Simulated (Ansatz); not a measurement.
**Ag₂Sn: from a trial structure to a relaxed crystal**

Method: DFT PBE, scalar-relativistic, plane waves, PAW (Ansatz). Cutoff 420 eV, Γ-centred k mesh, Gaussian smearing, no spin polarisation in the final step.

This is the end of a relaxation of cell and atoms.

```
Ag Sn
1.0
     0.00000    3.27421    3.27421
     3.27421    0.00000    3.27421
     3.27421    3.27421    0.00000
Ag Sn
2 1
Direct
  0.25000 0.25000 0.25000
  0.75000 0.75000 0.75000
  0.00000 0.00000 0.00000
```

Energies over the elements count from the elements' standard structures at the same level, with no empirical corrections.

Problem. What space group does it have?

Solution. Fm-3m (No. 225). Conventional cell: a = 6.548 Å. Around Ag lie 4 Sn at 2.84 Å and 6 Ag at 3.27 Å; Sn is coordinated by 8 Ag at 2.84 Å.

Problem. How far does it lie from the elements in energy?

Solution. 0.13 eV/atom.

Problem. Is it a metal?

Solution. Yes, bands cross the Fermi level on the 12×12×12 mesh.

The final run used a 12×12×12 mesh on its 3-atom cell and 0.10 eV smearing. For metals, differences of a few meV/atom aren't resolved. The cell came from a trial start, so Ag₂Sn may not exist in this structure.

Cost: 3 runs of about 0.36 core-minutes in all, on Intel Xeon 6975P-C (Granite Rapids) (shared hosts).